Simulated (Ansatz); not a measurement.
# AlHP2: the cost of one run

Method: cc-pVTZ, core rule «outside noble gas», up to 15 orbitals frozen; program: Ansatz 0.2.0, Gaussian basis.

Plan: UHF; CCSD(T) on ROHF; CCSD(T) on UHF; BCCD(T) on ROHF; CCSDT(Q) on ROHF; CCSDT(Q) on UHF.

4 further runs of the same task are left out: 4 set aside as unsound or not needed. Runs told in other sessions of the task aren't counted.

## 1. What is computed

The geometry is a PBE0/def2-TZVP stationary point (not a proven minimum) of the parent state, kept for this charge and spin.

4 atoms, charge 1, spin multiplicity 2.

Atoms are counted from 1 here; the program's logs count them from 0.

Bond lengths: P1–Al2 2.184 Å, Al2–P3 2.207 Å, P3–H4 1.432 Å. Angles: P1–Al2–P3 178.8°, Al2–P3–H4 86.1°.

As a file:

| atom | x (Å) | y (Å) | z (Å) |
| --- | --- | --- | --- |
| P1 | 0.0000 | -0.3088 | 2.7275 |
| Al2 | 0.0001 | -0.3286 | 0.5433 |
| P3 | 0.0000 | -0.3965 | -1.6625 |
| H4 | 0.0000 | 1.0340 | -1.6082 |

## 2. UHF

in.yaml reads:

```yaml
crystal:
  periodic: [false, false, false]
  atoms:
    - {symbol: P, position_ang: [-0.000037, -0.308815, 2.727497]}
    - {symbol: Al, position_ang: [0.000091, -0.328625, 0.543252]}
    - {symbol: P, position_ang: [-0.000036, -0.396524, -1.662499]}
    - {symbol: H, position_ang: [-0.000018, 1.033964, -1.608249]}
basis:
  gaussian: {orbitals: cc-pVTZ}
total_charge: 1
magnetization: {spin_polarized: true, initial_magnetization: 1}
hamiltonian: {xc: hf}
output: {orbitals: {seedname: orbitals}}
```

On the command line:

```
$ ansatz run in.yaml --threads 1 --pin off --events-out ev --progress --plain --max-ram 4096MiB --backend cpu
```

**Question.** How long does this run take on 1 thread of AMD EPYC 7R13, shared host, and how much memory does it need?

About 22 s, with a peak of 0.4 GiB.
